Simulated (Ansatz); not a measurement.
Ansatz (an electronic-structure program) input file for hydrogen isocyanide (CHN), SMILES [C-]#[NH+], B3LYP-D3(BJ)/def2-TZVPD. 

Ansatz 0.2 input:
```yaml
crystal:
  periodic: [false, false, false]
  atoms:
    - {symbol: C, position_ang: [0.00000000, 0.00000000, -0.73316675]}
    - {symbol: N, position_ang: [0.00000000, 0.00000000, 0.42519058]}
    - {symbol: H, position_ang: [0.00000000, 0.00000000, 1.42266646]}
basis:
  gaussian:
    orbitals: def2-TZVPD
hamiltonian:
  xc: b3lyp
  dispersion: d3bj
relax: {f_tol: 0.002, max_steps: 200}
```

It prints:

```
WARN ansatz: RAYON_NUM_THREADS=1 ignored (pool sized by the plan → 1); use --threads N
Functional definition: B3LYP
integrals: 0.01 GiB planned
404 factors; their error is unknown
mean field: 0.15 GiB planned
mean field evaluation 1: about -2538.8880 eV, gradient 4.5e1 eV
mean field evaluation 2: about -2535.6574 eV, gradient 5.9e1 eV
mean field evaluation 4: about -2542.6709 eV, gradient 1.9e0 eV
mean field evaluation 8: about -2542.6844 eV, gradient 2.5e-2 eV
mean field -2542.68435372 eV, -93.4419265058 hartree, gradient 3.0e-5 eV, S^2 0.000000; 0 other end points of the search recorded, 0 dependent functions left out
the calculation of the forces begins
reference -2542.68453178 eV, -93.4419330496 hartree; 7, 7 occupied and 76, 76 virtual orbitals, 404 factors
relax step   1: F+E_penalty+E_count = -2542.72812397 eV  Δ(F+E_penalty+E_count) = +0.000e0 eV  max|allowed force component| = 6.569e-1 eV/Å  Δτ_max = 0.0000 Å  (28 SCF iters, accepted)
these checks for a lower state are left out or cut short: starts, cluster_reference, orbital_swaps, neighbouring_geometries, increment
integrals: 0.01 GiB planned
404 factors; their error is unknown
mean field: 0.15 GiB planned
mean field evaluation 16: about -2542.6814 eV, gradient 6.5e-4 eV
mean field -2542.68625702 eV, -93.4419964507 hartree, gradient 2.7e-5 eV, S^2 0.000000; 0 other end points of the search recorded, 0 dependent functions left out
the calculation of the forces begins
reference -2542.68643557 eV, -93.4420030125 hartree; 7, 7 occupied and 76, 76 virtual orbitals, 404 factors
relax step   2: F+E_penalty+E_count = -2542.73001584 eV  Δ(F+E_penalty+E_count) = -1.892e-3 eV  max|allowed force component| = 1.197e-2 eV/Å  Δτ_max = 0.0038 Å  (33 SCF iters, accepted)
these checks for a lower state are left out or cut short: starts, cluster_reference, orbital_swaps, neighbouring_geometries, increment
integrals: 0.01 GiB planned
404 factors; their error is unknown
mean field: 0.15 GiB planned
mean field -2542.68625944 eV, -93.4419965399 hartree, gradient 2.7e-5 eV, S^2 0.000000; 0 other end points of the search recorded, 0 dependent functions left out
the calculation of the forces begins
reference -2542.68643801 eV, -93.4420031022 hartree; 7, 7 occupied and 76, 76 virtual orbitals, 404 factors
relax step   3: F+E_penalty+E_count = -2542.73001773 eV  Δ(F+E_penalty+E_count) = -1.892e-6 eV  max|allowed force component| = 2.478e-3 eV/Å  Δτ_max = 0.0002 Å  (34 SCF iters, accepted)
these checks for a lower state are left out or cut short: starts, cluster_reference, orbital_swaps, neighbouring_geometries, increment
integrals: 0.01 GiB planned
404 factors; their error is unknown
mean field: 0.15 GiB planned
mean field evaluation 32: about -2542.6814 eV, gradient 4.5e-5 eV
mean field -2542.68625960 eV, -93.4419965457 hartree, gradient 2.7e-5 eV, S^2 0.000000; 0 other end points of the search recorded, 0 dependent functions left out
the calculation of the forces begins
reference -2542.68643817 eV, -93.4420031081 hartree; 7, 7 occupied and 76, 76 virtual orbitals, 404 factors
relax step   4: F+E_penalty+E_count = -2542.73001779 eV  Δ(F+E_penalty+E_count) = -6.324e-8 eV  max|allowed force component| = 1.530e-5 eV/Å  Δτ_max = 0.0000 Å  (34 SCF iters, accepted)
integrals: 0.01 GiB planned
404 factors; their error is unknown
mean field: 0.15 GiB planned
mean field -2542.68625960 eV, -93.4419965457 hartree, gradient 2.7e-5 eV, S^2 0.000000; 1 other end points of the search recorded, 0 dependent functions left out
the calculation of the forces begins
reference -2542.68643817 eV, -93.4420031081 hartree; 7, 7 occupied and 76, 76 virtual orbitals, 404 factors
Total energy: -2542.73019636 eV, -93.4436111919 hartree
Atom 0 at    -0.000000     0.000000    -0.737145 Å, force    -0.000000    -0.000000     0.000010 eV/Å
Atom 1 at     0.000000    -0.000000     0.427011 Å, force     0.000000     0.000000    -0.000015 eV/Å
Atom 2 at    -0.000000     0.000000     1.424825 Å, force    -0.000000     0.000000     0.000006 eV/Å
Dipole moment:    -0.000000    -0.000000     0.638931 e Å
```

Self-consistency was reached.
